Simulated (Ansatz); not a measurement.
Compare A (`C=C1CCS1`) with its isomer B (`CC(C)=C=S`).

Computed with Ansatz on PBE0-D4/def2-TZVP structures; ΔE is electronic, products minus reactants. CCSD(T)/CBS adds triple-zeta CCSD(T) − MP2 to the extrapolated MP2 energy (def2 sets, frozen cores). Functionals use def2-TZVPP. B3LYP here is the variant with VWN-RPA as its local correlation; programs differ in this.

A:

Z-matrix (Å, degrees):
```
C
C 1 1.508
C 1 1.540 2 95.8
H 1 1.092 2 113.1 3 118.6
H 1 1.092 2 112.9 3 -118.3
C 2 1.324 1 133.0 3 -179.4
S 2 1.763 1 95.0 3 0.5
H 3 1.089 1 115.0 2 -116.2
H 3 1.089 1 114.9 2 115.0
H 6 1.083 2 122.0 1 179.9
H 6 1.084 2 120.2 1 -0.0
```

B:

```xyz
11

C     1.345   -0.189   -0.202
C    -0.064    0.289    0.000
C    -1.141   -0.737    0.203
C    -0.345    1.565   -0.001
S    -0.679    3.086   -0.002
H     1.403   -0.837   -1.083
H     2.041    0.638   -0.339
H     1.673   -0.778    0.661
H    -1.193   -1.408   -0.660
H    -2.120   -0.279    0.341
H    -0.920   -1.349    1.084
```

Problem. Which is lower in electronic energy at CCSD(T)/CBS, and by how much? (An estimate is asked.)

Solution. Computed: A, by 2.9 kJ/mol.

Problem. Give E(B) − E(A) in kJ/mol with HF/def2-TZVPP, PBE0-D4, ωB97M-V, B3LYP, PBE-D4, CCSD(T)/def2-TZVPP, B2PLYP. (Estimate.)

Solution. Computed: HF/def2-TZVPP -2.8, PBE0-D4 10.4, ωB97M-V 6.6, B3LYP -15.3, PBE-D4 -0.6, CCSD(T)/def2-TZVPP -1.6, B2PLYP -12.3. The order is the other way round with HF/def2-TZVPP, B3LYP, PBE-D4, CCSD(T)/def2-TZVPP, B2PLYP.

Largest T1 diagnostic: 0.015.

The D4 term adds +4.6 kJ/mol with B3LYP and +1.9 kJ/mol with PBE0; it sums over pairs of atoms, weighted by their polarisabilities, and B3LYP, whose exchange is more repulsive, gets the larger term. From PBE to PBE0 (25 % exact exchange), in def2-TZVPP and without D4, E(B) − E(A) moves by +11.6 kJ/mol.
